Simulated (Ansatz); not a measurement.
Compare A (`C1[SiH2]S1`) with its isomer B (`C[Si]S`).

Isolated molecules relaxed with PBE0-D4/def2-TZVP in Ansatz; ΔE leaves out vibrations. CBS: MP2 limit from def2 TZ/QZ plus the TZ coupled-cluster correction, frozen cores. Functionals use def2-TZVPP. B3LYP here is the variant with VWN-RPA as its local correlation; programs differ in this. Each species was taken in one conformer, which may not be the lowest.

Task: Which isomer does CCSD(T)/CBS put lower? Give the gap. (An estimate is asked.)

Result: The calculation gave: B, by 4.6 kJ/mol.

Task: Give E(B) − E(A) in kJ/mol with MP2/def2-TZVPP, B3LYP, PBE-D4, B3LYP-D4, ωB97M-V, CCSD(T)/def2-SVP, r2SCAN-D4. (Best estimate.)

Result: The calculation gave: MP2/def2-TZVPP 6.5, B3LYP -14.8, PBE-D4 -8.0, B3LYP-D4 -15.5, ωB97M-V -11.5, CCSD(T)/def2-SVP -20.3, r2SCAN-D4 3.9. The order is the other way round with MP2/def2-TZVPP, r2SCAN-D4.

Task: Does the order hold for the free energy at 298.15 K (harmonic terms from PBE0-D4)? (Best estimate.)

Result: Computed: Yes: G(B) − G(A) = -7.1 kJ/mol, for one conformer each.

Largest T1 diagnostic: 0.014.

From PBE to PBE0 (25 % exact exchange), in def2-TZVPP and without D4, E(B) − E(A) moves by +6.3 kJ/mol. Leaving LDA and LC-ωPBE aside and taking each functional with its dispersion term where it has one, the values, not all of them listed here, spread over 28.4 kJ/mol, from BLYP-D4 to PBE-QIDH. LDA lies +4.8 kJ/mol from PBE without D4.
